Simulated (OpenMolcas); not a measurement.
**One shape, several levels: singlet AlSiH4O−**

Wanted: a comparison of 6 runs (HF/aug-cc-pVDZ, B3LYP/6-31G*, B2PLYP/aug-cc-pVDZ, M06-L/aug-cc-pVDZ, TPSS/aug-cc-pVDZ, MP2/aug-cc-pVDZ) of singlet AlSiH4O−. 

The calculation is run with OpenMolcas 26.06.

1 further run of the same task is left out (set aside as unsound or not needed).

### Step 1. The molecule

The species is AlSiH4O− (7 atoms), meant as a singlet with charge -1. SMILES of the parent species: `[AlH][O][SiH3]`. Geometry: relaxed at PBE0-D4/def2-TZVP. This is one conformer, not always the lowest. That shape belongs to the parent species and isn't relaxed for this state.

Bond lengths: Al1–O2 1.689 Å, O2–Si3 1.627 Å, Al1–H4 1.609 Å, Si3–H5 1.487 Å, Si3–H6 1.487 Å, Si3–H7 1.488 Å. Angles: Al1–O2–Si3 169.6°, O2–Al1–H4 116.0°, O2–Si3–H5 110.0°, O2–Si3–H6 110.2°, O2–Si3–H7 110.3°, H5–Si3–H6 108.8°, H5–Si3–H7 108.7°, H6–Si3–H7 108.8°.

### Step 2. A single-point energy at HF/aug-cc-pVDZ (run 1)

Input file job.inp:

```
* AlH4OSi Hartree-Fock

&GATEWAY
 BasLib=$CurrDir
 Coord
 7
 angstrom
 Al      -1.643700      -1.503700      -0.201100
 O       -0.403000      -0.368600      -0.047300
 Si       0.870900       0.567400       0.335800
 H       -2.580100      -1.352800      -1.500200
 H        1.204400       1.463600      -0.802700
 H        0.554900       1.401200       1.526200
 H        2.057800      -0.275200       0.643500
 Basis=aug-cc-pVDZ
 Group=NoSym

&SEWARD

&SCF
 Charge=-1
 Thresholds=1e-10 1e-07 1e-07 1e-05
 PrOrbitals=1 2
```

The basis set aug-cc-pVDZ is read from a file made from the Basis Set Exchange's data (not shown).

Command:

```bash
$ export MOLCAS_MEM=1860
$ pymolcas job.inp > job.log
```

What it wrote:

```text
--- Start Module: gateway ---
[...]
--- Stop Module: gateway /rc=_RC_ALL_IS_WELL_ ---
--- Start Module: seward ---
[...]
      Basis functions          113
--- Stop Module: seward /rc=_RC_ALL_IS_WELL_ ---
[...]
--- Start Module: scf ---
[...]
       Convergence after  19 Iterations
[...]
::    Total SCF energy                               -608.0968448039
[...]
      Total spin, S                                     0.0000000000
[...]
      Total electronic charge=   40.000000
      Total            charge=   -1.000000
[...]
      Dipole Moment (debye):
      Origin of the operator (angstrom)=   -0.3359   -0.3914    0.0410
                   X=  5.7825E+00               Y=  6.8593E+00               Z= -1.1889E+00           Total=  9.0499E+00
      Center of Charge (angstrom)
[...]
--- Stop Module: scf /rc=_RC_ALL_IS_WELL_ ---
[...]
```

Wall time 17 s (1 thread of Arm Neoverse V1, shared host); peak memory 0.68 GiB.

### Step 3. A single-point energy at B3LYP/6-31G(d) (Cartesian functions) (run 2)

Input file test.input:

```
* AlH4OSi Kohn-Sham DFT
>>> EXPORT MOLCAS_PRINT=2

&GATEWAY
 BasLib
 $CurrDir
 Coord
 7
 angstrom
 Al      -1.643700      -1.503700      -0.201100
 O       -0.403000      -0.368600      -0.047300
 Si       0.870900       0.567400       0.335800
 H       -2.580100      -1.352800      -1.500200
 H        1.204400       1.463600      -0.802700
 H        0.554900       1.401200       1.526200
 H        2.057800      -0.275200       0.643500
 Basis
 6-31Gs
 Group
 NoSym

&SEWARD
 GridInput
 Grid=UltraFine
 End of Grid

&SCF
 Charge
 -1
 KSDFT
 B3LYP
 Thresholds
 1e-10 1e-07 1e-07 1e-05
 PrOrbitals
 1 2
```

The basis set 6-31G* is read from a file made from the Basis Set Exchange's data (not shown).

Command:

```bash
$ export MOLCAS_MEM=1860
$ pymolcas test.input > test.log
```

What it wrote:

```text
--- Start Module: gateway ---
[...]
--- Stop Module: gateway /rc=_RC_ALL_IS_WELL_ ---
--- Start Module: seward ---
[...]
      Basis functions           61
--- Stop Module: seward /rc=_RC_ALL_IS_WELL_ ---
[...]
--- Start Module: scf ---
[...]
       Convergence after  17 Iterations
[...]
::    Total KS-DFT energy                            -609.6116089652
[...]
      Total spin, S                                     0.0000000000
[...]
      Total electronic charge=   40.000000
      Total            charge=   -1.000000
[...]
      Dipole Moment (debye):
      Origin of the operator (angstrom)=   -0.3359   -0.3914    0.0410
                   X=  5.0035E+00               Y=  5.4306E+00               Z= -4.4339E-01           Total=  7.3975E+00
      Center of Charge (angstrom)
[...]
--- Stop Module: scf /rc=_RC_ALL_IS_WELL_ ---
[...]
```

Run time: 17 s. Hardware: 1 thread of Arm Neoverse V1, shared host; peak memory 0.4 GiB.

Runs 3 to 4 aren't shown in full; the table further down has their settings and results.

### Step 4. The energy at TPSS/aug-cc-pVDZ (run 5)

Input file test.inp:

```
>>> EXPORT MOLCAS_PRINT=2
&GATEWAY
BasLib = $CurrDir
Coord
7
angstrom
Al      -1.643700      -1.503700      -0.201100
O       -0.403000      -0.368600      -0.047300
Si       0.870900       0.567400       0.335800
H       -2.580100      -1.352800      -1.500200
H        1.204400       1.463600      -0.802700
H        0.554900       1.401200       1.526200
H        2.057800      -0.275200       0.643500
Basis = aug-cc-pVDZ
Group = NoSym
&SEWARD
GridInput
Grid=UltraFine
End of Grid
&SCF
Charge = -1
KSDFT = 2
1.0 MGGA_X_TPSS
1.0 MGGA_C_TPSS
Thresholds = 1e-10 1e-07 1e-07 1e-05
PrOrbitals = 1 2
```

The basis set aug-cc-pVDZ is read from a file made from the Basis Set Exchange's data (not shown).

Command:

```bash
$ export MOLCAS_MEM=1860
$ pymolcas test.inp > test.log
```

What it wrote:

```text
--- Start Module: gateway ---
[...]
--- Stop Module: gateway /rc=_RC_ALL_IS_WELL_ ---
--- Start Module: seward ---
[...]
      Basis functions          113
--- Stop Module: seward /rc=_RC_ALL_IS_WELL_ ---
[...]
--- Start Module: scf ---
[...]
       Convergence after  23 Iterations
[...]
::    Total KS-DFT energy                            -609.6732674067
[...]
      Total spin, S                                     0.0000000000
[...]
      Total electronic charge=   40.000000
      Total            charge=   -1.000000
[...]
      Dipole Moment (debye):
      Origin of the operator (angstrom)=   -0.3359   -0.3914    0.0410
                   X=  4.9501E+00               Y=  5.8305E+00               Z= -9.2961E-01           Total=  7.7048E+00
      Center of Charge (angstrom)
[...]
--- Stop Module: scf /rc=_RC_ALL_IS_WELL_ ---
[...]
```

It took 1.8 min on 1 thread of Arm Neoverse V1, shared host; peak memory 0.68 GiB.

### Step 5. A single-point energy at MP2/aug-cc-pVDZ (run 6)

Input file mol.xyz:

```xyz
7

Al    -1.643700    -1.503700    -0.201100
O     -0.403000    -0.368600    -0.047300
Si     0.870900     0.567400     0.335800
H     -2.580100    -1.352800    -1.500200
H      1.204400     1.463600    -0.802700
H      0.554900     1.401200     1.526200
H      2.057800    -0.275200     0.643500
```

Input file job.input:

```
* AlH4OSi MP2
>>> EXPORT MOLCAS_PRINT=2
&gateway
baslib=$CurrDir
coord=mol.xyz
basis=aug-cc-pVDZ
group=NoSym
&seward
&scf
charge=-1
thresholds=1e-10 1e-07 1e-07 1e-05
prorbitals=1 2
&mbpt2
frozen=11
```

The basis set aug-cc-pVDZ is read from a file made from the Basis Set Exchange's data (not shown).

Command:

```bash
$ export MOLCAS_MEM=1860
$ pymolcas job.input > job.log
```

What it wrote:

```text
--- Start Module: gateway ---
[...]
--- Stop Module: gateway /rc=_RC_ALL_IS_WELL_ ---
[...]
      Basis functions          113
[...]
--- Start Module: scf ---
[...]
       Convergence after  19 Iterations
[...]
::    Total SCF energy                               -608.0968448039
[...]
      Total spin, S                                     0.0000000000
[...]
      Total electronic charge=   40.000000
      Total            charge=   -1.000000
[...]
      Dipole Moment (debye):
      Origin of the operator (angstrom)=   -0.3359   -0.3914    0.0410
                   X=  5.7825E+00               Y=  6.8593E+00               Z= -1.1889E+00           Total=  9.0499E+00
      Center of Charge (angstrom)
[...]
--- Stop Module: scf /rc=_RC_ALL_IS_WELL_ ---
[...]
--- Start Module: mbpt2 ---
[...]
WARNING!
Default frozen orbitals as non valence orbitals is overwritten by user input.
Default values:   5
[...]
       Reference weight ( Cref**2 )         =        0.86638
::    Total MBPT2 energy                             -608.4802003259
[...]
      Total MBPT2 calculations                           0.55      0.63
--- Stop Module: mbpt2 /rc=_RC_ALL_IS_WELL_ ---
[...]
```

It took 18 s on 1 thread of Arm Neoverse V1, shared host; peak memory 0.68 GiB.

### Step 6. Overview of the runs

```csv
run,level,Cartesian functions,integration grid,energy (Eh),HOMO energy (eV),LUMO energy (eV),HOMO–LUMO gap (eV),wall time
1,HF/aug-cc-pVDZ,no,–,-608.096845,-0.81,3.21,4.01,17 s
2,B3LYP/6-31G* (Cartesian functions),yes,UltraFine,-609.611609,1.56,4.06,2.50,17 s
3,B2PLYP/aug-cc-pVDZ,no,UltraFine,-609.304760,0.12,2.79,2.66,53 s
4,M06-L/aug-cc-pVDZ,no,UltraFine,-609.593751,1.31,2.38,1.07,1.9 min
5,TPSS/aug-cc-pVDZ,no,UltraFine,-609.673267,1.24,2.30,1.06,1.8 min
6,MP2/aug-cc-pVDZ,no,–,-608.480200,-0.81,3.21,4.01,18 s
```

### Step 7. Outcome

```
                                                    quantity          value
                                         run 6: total energy  -608.48020 Eh
                  run 6: HOMO energy (Hartree–Fock orbitals)       -0.81 eV
                  run 6: LUMO energy (Hartree–Fock orbitals)        3.21 eV
run 6: HOMO–LUMO gap (to an unbound level, set by the basis)        4.01 eV
         run 6: correlation energy (11 core orbitals frozen)     -383.4 mEh
```

**Reading.** Over runs 1, 2, 3, 4, 5 the HOMO–LUMO gap runs from 1.06 eV (TPSS/aug-cc-pVDZ) to 4.01 eV (HF/aug-cc-pVDZ). Exact exchange widens orbital gaps. The empty levels of an anion lie above zero and hang on the basis. For B2PLYP the log adds the whole second-order term; the table takes 0.27 of it, as the functional is defined. Totals of different functionals can't be ranked against each other. In runs 2, 3, 4, 5 the HOMO lies above zero, so the outermost electron may be held by the basis alone. All runs together took 5.4 min, the longest 1.9 min.
